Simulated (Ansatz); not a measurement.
CH₈BN, closed shell: at the end structure of a reaction step.

in.yaml

```yaml
crystal:
  periodic: [false, false, false]
  atoms:
    - {symbol: B, position_ang: [-1.274586, -0.997577, 0.016736]}
    - {symbol: C, position_ang: [1.383539, 1.330690, -0.814982]}
    - {symbol: H, position_ang: [-0.756323, -1.706971, -0.796286]}
    - {symbol: H, position_ang: [-2.005036, -0.102786, -0.297323]}
    - {symbol: H, position_ang: [1.207082, 0.888179, 0.165209]}
    - {symbol: N, position_ang: [-1.025081, -1.221437, 1.360867]}
    - {symbol: H, position_ang: [0.633684, 0.964357, -1.515770]}
    - {symbol: H, position_ang: [1.314088, 2.415916, -0.742831]}
    - {symbol: H, position_ang: [2.376691, 1.052447, -1.167083]}
    - {symbol: H, position_ang: [-1.428966, -0.666631, 2.096248]}
    - {symbol: H, position_ang: [-0.425090, -1.956287, 1.695117]}
basis:
  gaussian: {orbitals: "def2-QZVPP.json"}
correlation: {method: mp2}
```

The basis file named in the input lies beside it (Basis Set Exchange, JSON).

Run by:

```bash
ansatz run in.yaml --threads 2 --pin off --events-out ev --progress --plain --max-ram 4352MiB
```

The run's output (Ansatz 0.2.0):

```
Functional definition: HF
  name "HF"
  cite "Fock, Z. Phys. 61, 126 (1930) doi:10.1007/BF01340294"
  parent pbe
  exchange = exact_x
  correlation = 0
2410 factors; integrals over basis functions are off by at most 8.8e-4 eV
mean field evaluation 1: about -3309.3469 eV, gradient 4.0e1 eV
mean field evaluation 2: about -3309.3481 eV, gradient 4.0e1 eV
mean field evaluation 4: about -3312.9413 eV, gradient 3.4e0 eV
mean field evaluation 8: about -3312.9813 eV, gradient 1.1e-4 eV
mean field -3312.98130493 eV, -121.7498173367 hartree, gradient 1.5e-6 eV, S^2 0.000000; 0 other end points of the search recorded, 0 dependent functions left out
3 core orbitals not correlated: weight in the atoms' cores, before any rotation towards them, 1.000 or more for the frozen orbitals, at most 0.000 for the correlated occupied ones
reference -3312.98130493 eV, -121.7498173367 hartree; 10, 10 occupied and 398, 398 virtual orbitals, 2410 factors
second order -15.24644097 eV of doubles, -0.00000000 eV of singles
Total energy: -3328.22774590 eV, -122.3101137081 hartree
```

The lines “mean field evaluation” count trial sets of orbitals through the whole run, from several starts and some on an approximate energy, so they need not fall steadily or lie above the final value.

Time: 16 s of wall clock on 2 CPU threads of an Arm Neoverse V1; the host was shared. Peak host memory: 1.7 GiB.
